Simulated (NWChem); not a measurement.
System: ammonia (NH$_{3}$); SMILES N

Input file for NWChem:

```
start job
memory heap 200 mb stack 900 mb global 1100 mb
geometry units angstroms
  N      0.000731    -0.000729     0.065124
  H     -0.569493    -0.751896    -0.303755
  H     -0.374350     0.871189    -0.287801
  H      0.933689    -0.109176    -0.313436
end
basis spherical
  * library def2-svp
end
dft
  xc pbe0
  iterations 150
end
driver
  maxiter 120
end
task dft optimize
task dft freq
```

Excerpt of the output:

```
             Northwest Computational Chemistry Package (NWChem) 7.3.0
             --------------------------------------------------------

 C3V symmetry detected

                             Geometry "geometry" -> ""
                             -------------------------

 Output coordinates in angstroms (scale by  1.889725989 to convert to a.u.)

  No.       Tag          Charge          X              Y              Z
 ---- ---------------- ---------- -------------- -------------- --------------
    1 N                    7.0000     0.00000000     0.00000000     0.11005021
    2 H                    1.0000     0.66742531     0.66742531    -0.25678381
    3 H                    1.0000     0.24429462    -0.91171993    -0.25678381
    4 H                    1.0000    -0.91171993     0.24429462    -0.25678381

 Effective nuclear repulsion energy (a.u.)      11.9448496027

      Symmetry information
      --------------------

 Group name             C3v
 Group number             17
 Group order               6
 No. of unique centers     2

                                Z-matrix (autoz)
                                --------

 Units are Angstrom for bonds and degrees for angles

      Type          Name      I     J     K     L     M      Value
      ----------- --------  ----- ----- ----- ----- ----- ----------
    1 Stretch                  1     2                       1.01266
    2 Stretch                  1     3                       1.01266
    3 Stretch                  1     4                       1.01266
    4 Bend                     2     1     3               107.64778
    5 Bend                     2     1     4               107.64778
    6 Bend                     3     1     4               107.64778
    7 Torsion                  2     1     3     4        -115.78906
    8 Torsion                  2     1     4     3         115.78906
    9 Torsion                  3     1     2     4         115.78906
   10 Torsion                  2     4     1     3        -115.78906
   11 Torsion                  3     2     1     4        -115.78906
   12 Torsion                  2     3     1     4         115.78906

                           NWChem Geometry Optimization
                           ----------------------------

 maximum gradient threshold         (gmax) =   0.000450
 rms gradient threshold             (grms) =   0.000300
 maximum cartesian step threshold   (xmax) =   0.001800
 rms cartesian step threshold       (xrms) =   0.001200
 fixed trust radius                (trust) =   0.300000
 source of zmatrix                         =   autoz

          -------------------
          Energy Minimization
          -------------------

 Using diagonal initial Hessian
 Scaling for Hessian diagonals: bonds = 1.00  angles = 0.25  torsions = 0.10

          --------
          Step   0

                                 NWChem DFT Module
                                 -----------------

 Summary of "ao basis" -> "ao basis" (spherical)
 ------------------------------------------------------------------------------
       Tag                 Description            Shells   Functions and Types
 ---------------- ------------------------------  ------  ---------------------
 N                          def2-svp                 6       14   3s2p1d
 H                          def2-svp                 3        5   2s1p

      Symmetry analysis of basis
      --------------------------

        a1         10
        a2          1
        e          18

  Rotation of axis

            General Information
            -------------------
          SCF calculation type: DFT
          Wavefunction type:  closed shell.
          No. of atoms     :     4
          No. of electrons :    10
           Alpha electrons :     5
            Beta electrons :     5
          Charge           :     0
          Spin multiplicity:     1
          Use of symmetry is: on ; symmetry adaption is: on
          Maximum number of iterations: 150
          AO basis - number of functions:    29
                     number of shells:    15
          Convergence on energy requested:  1.00D-06
          Convergence on density requested:  1.00D-05
          Convergence on gradient requested:  5.00D-04

              XC Information
              --------------
                         PBE0 Method XC Functional
                     Hartree-Fock (Exact) Exchange  0.250
          PerdewBurkeErnzerhof Exchange Functional  0.750
            Perdew 1991 LDA Correlation Functional  1.000 local
           PerdewBurkeErnz. Correlation Functional  1.000 non-local

             Grid Information
             ----------------
          Grid used for XC integration:  medium
          Radial quadrature: Mura-Knowles
          Angular quadrature: Lebedev.
          Tag              B.-S. Rad. Rad. Pts. Rad. Cut. Ang. Pts.
          ---              ---------- --------- --------- ---------
          N                   0.65       49           6.0       434
          H                   0.35       45           7.0       434
          Grid pruning is: on
          Number of quadrature shells:    94
          Spatial weights used:  Erf1

      Superposition of Atomic Density Guess
      -------------------------------------

 Sum of atomic energies:         -55.74201861

      Non-variational initial energy
      ------------------------------

 Total energy =     -56.160219
 1-e energy   =     -98.141893
 2-e energy   =      30.036825
 HOMO         =      -0.372508
 LUMO         =       0.094867

      Symmetry analysis of molecular orbitals - initial
      -------------------------------------------------

  Numbering of irreducible representations:

     1 a1          2 a2          3 e

  Orbital symmetries:

     1 a1          2 a1          3 e           4 e           5 a1
     6 a1          7 e           8 e           9 e          10 e
    11 a1         12 a1         13 e          14 e          15 a1

   convergence    iter        energy       DeltaE   RMS-Dens  Diis-err
 ---------------- ----- ----------------- --------- --------- ---------
 d= 0,ls=0.0,diis     1    -56.4174199009 -6.84D+01  1.57D-02  2.06D-01
 d= 0,ls=0.0,diis     2    -56.4231411794 -5.72D-03  8.10D-03  1.63D-01
 d= 0,ls=0.0,diis     3    -56.4397795351 -1.66D-02  1.56D-03  6.02D-03
 d= 0,ls=0.0,diis     4    -56.4404282375 -6.49D-04  1.48D-04  4.57D-05
 d= 0,ls=0.0,diis     5    -56.4404330853 -4.85D-06  1.56D-05  2.30D-07
 d= 0,ls=0.0,diis     6    -56.4404331173 -3.20D-08  2.89D-06  1.10D-09

         Total DFT energy =      -56.440433117278
      One electron energy =      -99.658696688060
           Coulomb energy =       39.241491250183
    Exchange-Corr. energy =       -7.968077282086
 Nuclear repulsion energy =       11.944849602685

 Numeric. integr. density =       10.000000414439

                  Occupations of the irreducible representations
                  ----------------------------------------------

                     irrep           alpha         beta
                     --------     --------     --------
                     a1                3.0          3.0
                     a2                0.0          0.0
                     e                 2.0          2.0

                       DFT Final Molecular Orbital Analysis
                       ------------------------------------

 Vector    3  Occ=2.000000D+00  E=-4.646789D-01  Symmetry=e
              MO Center= -5.5D-02, -1.9D-01, -5.9D-02, r^2= 9.6D-01
   Bfn.  Coefficient  Atom+Function         Bfn.  Coefficient  Atom+Function
  ----- ------------  ---------------      ----- ------------  ---------------
     5      0.398588  1 N  py                20      0.362532  3 H  s
    25     -0.269138  4 H  s                  4     -0.236061  1 N  px
     8     -0.168327  1 N  py                21      0.135948  3 H  s
    26     -0.100925  4 H  s                  7      0.099690  1 N  px
    15     -0.093395  2 H  s                 16     -0.035023  2 H  s

 Vector    4  Occ=2.000000D+00  E=-4.646789D-01  Symmetry=e
              MO Center=  5.5D-02,  1.9D-01, -5.9D-02, r^2= 9.6D-01
   Bfn.  Coefficient  Atom+Function         Bfn.  Coefficient  Atom+Function
  ----- ------------  ---------------      ----- ------------  ---------------
     4      0.398588  1 N  px                15     -0.364695  2 H  s
    25      0.263230  4 H  s                  5      0.236061  1 N  py
     7     -0.168327  1 N  px                16     -0.136759  2 H  s
    20      0.101465  3 H  s                  8     -0.099690  1 N  py
    26      0.098710  4 H  s                 21      0.038049  3 H  s

[...]

      ----------------------
      Optimization converged
      ----------------------

  Step       Energy      Delta E   Gmax     Grms     Xrms     Xmax
  ---- ---------------- -------- -------- -------- -------- --------
@    4     -56.44075120 -6.9D-08  0.00001  0.00001  0.00023  0.00069
                                     ok       ok       ok       ok

                                Z-matrix (autoz)
                                --------

 Units are Angstrom for bonds and degrees for angles

      Type          Name      I     J     K     L     M      Value     Gradient
      ----------- --------  ----- ----- ----- ----- ----- ---------- ----------
    1 Stretch                  1     2                       1.01984    0.00001
    2 Stretch                  1     3                       1.01984    0.00001
    3 Stretch                  1     4                       1.01984    0.00001
    4 Bend                     2     1     3               105.25797    0.00000
    5 Bend                     2     1     4               105.25797    0.00000
    6 Bend                     3     1     4               105.25797    0.00000
    7 Torsion                  2     1     3     4        -110.92568   -0.00000
    8 Torsion                  2     1     4     3         110.92568    0.00000
    9 Torsion                  3     1     2     4         110.92568    0.00000
   10 Torsion                  2     4     1     3        -110.92568   -0.00000
   11 Torsion                  3     2     1     4        -110.92568   -0.00000
   12 Torsion                  2     3     1     4         110.92568    0.00000

                         Geometry "geometry" -> "geometry"
                         ---------------------------------

 Output coordinates in angstroms (scale by  1.889725989 to convert to a.u.)

  No.       Tag          Charge          X              Y              Z
 ---- ---------------- ---------- -------------- -------------- --------------
    1 N                    7.0000    -0.00000000     0.00000000     0.13885209
    2 H                    1.0000     0.66176099     0.66176099    -0.26638444
    3 H                    1.0000     0.24222133    -0.90398233    -0.26638444
    4 H                    1.0000    -0.90398233     0.24222133    -0.26638444

 Effective nuclear repulsion energy (a.u.)      11.8759115291

      Symmetry information
      --------------------

 Group name             C3v
 Group number             17
 Group order               6
 No. of unique centers     2

                Final and change from initial internal coordinates
                --------------------------------------------------

                                Z-matrix (autoz)
                                --------

 Units are Angstrom for bonds and degrees for angles

      Type          Name      I     J     K     L     M      Value       Change
      ----------- --------  ----- ----- ----- ----- ----- ---------- ----------
    1 Stretch                  1     2                       1.01984    0.00718
    2 Stretch                  1     3                       1.01984    0.00718
    3 Stretch                  1     4                       1.01984    0.00718
    4 Bend                     2     1     3               105.25797   -2.38981
    5 Bend                     2     1     4               105.25797   -2.38981
    6 Bend                     3     1     4               105.25797   -2.38981
    7 Torsion                  2     1     3     4        -110.92568    4.86338
    8 Torsion                  2     1     4     3         110.92568   -4.86338
    9 Torsion                  3     1     2     4         110.92568   -4.86338
   10 Torsion                  2     4     1     3        -110.92568    4.86338
   11 Torsion                  3     2     1     4        -110.92568    4.86338
   12 Torsion                  2     3     1     4         110.92568   -4.86338

 ==============================================================================
                                internuclear distances
 ------------------------------------------------------------------------------
       center one      |      center two      | atomic units |  angstroms
 ------------------------------------------------------------------------------
    2 H                |   1 N                |     1.92722  |     1.01984
    3 H                |   1 N                |     1.92722  |     1.01984
    4 H                |   1 N                |     1.92722  |     1.01984
 ------------------------------------------------------------------------------
                         number of included internuclear distances:          3
 ==============================================================================

[...]

 Rotational Constants
 --------------------
 A=   9.730866 cm-1  ( 14.000233 K)
 B=   9.730866 cm-1  ( 14.000233 K)
 C=   6.365923 cm-1  (  9.158938 K)

 Temperature                      =   298.15K
 frequency scaling parameter      =   1.0000

 Zero-Point correction to Energy  =   21.611 kcal/mol  (  0.034439 au)
 Thermal correction to Energy     =   23.409 kcal/mol  (  0.037305 au)
 Thermal correction to Enthalpy   =   24.001 kcal/mol  (  0.038249 au)

 Total Entropy                    =   45.980 cal/mol-K
   - Translational                =   34.425 cal/mol-K (mol. weight =  17.0265)
   - Rotational                   =   11.469 cal/mol-K (symmetry #  =        3)
   - Vibrational                  =    0.086 cal/mol-K

 Cv (constant volume heat capacity) =    6.362 cal/mol-K
   - Translational                  =    2.979 cal/mol-K
   - Rotational                     =    2.979 cal/mol-K
   - Vibrational                    =    0.403 cal/mol-K

[normal modes left out]

 ----------------------------------------------------------------------------
 Normal Eigenvalue ||           Projected Infra Red Intensities
  Mode   [cm**-1]  || [atomic units] [(debye/angs)**2] [(KM/mol)] [arbitrary]
 ------ ---------- || -------------- ----------------- ---------- -----------
    1       -0.000 ||    0.079884           1.843        77.875      30.055
    2       -0.000 ||    0.068448           1.579        66.727      25.753
    3       -0.000 ||    0.011729           0.271        11.434       4.413
    4       -0.000 ||    0.000125           0.003         0.122       0.047
    5       -0.000 ||    0.000252           0.006         0.246       0.095
    6       -0.000 ||    0.000021           0.000         0.020       0.008
    7     1058.613 ||    0.134421           3.101       131.040      50.574
    8     1656.715 ||    0.011082           0.256        10.804       4.170
    9     1656.717 ||    0.011082           0.256        10.804       4.170
   10     3497.125 ||    0.000001           0.000         0.001       0.000
   11     3627.582 ||    0.000952           0.022         0.928       0.358
   12     3627.583 ||    0.000952           0.022         0.928       0.358
 ----------------------------------------------------------------------------
```

Level: PBE0/def2-SVP.
